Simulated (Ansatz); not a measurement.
## How the band gap of solid iodine moves with the method

No measured value is used here.

```json
[
 {"level (code)": "LDA (Ansatz)", "value (eV)": "(withheld)", "cell (Å³/atom)": "42.63"},
 {"level (code)": "LDA+SOC (Ansatz)", "value (eV)": "0.77 (indirect)", "cell (Å³/atom)": "42.63"},
 {"level (code)": "PBE (Ansatz)", "value (eV)": "(withheld)", "cell (Å³/atom)": "42.63"},
 {"level (code)": "rVV10 (Ansatz)", "value (eV)": "0.74", "cell (Å³/atom)": "41.09"},
 {"level (code)": "r²SCAN+SOC (Ansatz)", "value (eV)": "1.08 (indirect)", "cell (Å³/atom)": "42.63"},
 {"level (code)": "r²SCAN-D4 (Ansatz)", "value (eV)": "1.21", "cell (Å³/atom)": "42.16"},
 {"level (code)": "B3LYP (VWN-RPA form) (Ansatz)", "value (eV)": "2.27", "cell (Å³/atom)": "42.63"},
 {"level (code)": "r²SCAN0 (Ansatz)", "value (eV)": "2.72", "cell (Å³/atom)": "42.63"}
]
```

Task: Complete the blanks.

Result: 
- LDA (Ansatz, an electronic-structure program), value (eV): 1.03
- PBE (Ansatz), value (eV): 1.11

Computed values are for a static lattice. Spin–orbit coupling is included only where a level's name says +SOC; with heavier elements it mostly lowers gaps and can invert bands.  rVV10, r²SCAN-D4: the gap is read on the k mesh or supercell of the run alone and can be too large. Values are at the measured cell; rVV10 at the level's own equilibrium cell; r²SCAN-D4 at the level's own equilibrium cell. Cutoffs and k meshes differ between the levels. Ansatz's density-functional and Hartree–Fock values are scalar-relativistic unless marked +SOC, with PAW data made under PBE.
